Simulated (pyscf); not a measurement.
Structures and frequencies: ωB97X-D3(BJ)/def2-SVP in PySCF.

Q: Estimate by transition-state theory the rate constant of •HC=S + H₂ → H₂C=S + H• (doublet surface; H–H broken, C–H formed) at 600 K, with ωB97M-D3(BJ)/def2-TZVP energies (ideal gas, 1 atm, RRHO with modes under 100 cm⁻¹ raised to 100, one conformer, R ln 2 for chiral ones without a mode under 150 cm⁻¹; no tunnelling).

A: The electronic barrier is 17.7 kcal/mol and the thermal terms add +14.6, so ΔG‡ = 32.3 kcal/mol. With k_BT/h = 1.25e+13 s⁻¹ and RT = 1.192 kcal/mol, and a volume of 8.18e-20 cm³ per molecule at 1 atm, k = 1.8e-18 cm³ molecule⁻¹ s⁻¹. Wigner's tunnelling factor for 1613i cm⁻¹ would be 1.62, likely too low at so high a frequency. A shift of 1 kcal/mol in the barrier changes k by a factor 2.3. From the product side, H₃C–S• lies, by one bond made or cut, 66.3 kcal/mol under this saddle at ωB97M-D3(BJ)/def2-TZVP. One saddle was located; it need not be the lowest between these sides. The angle at the transferred H is 179°.
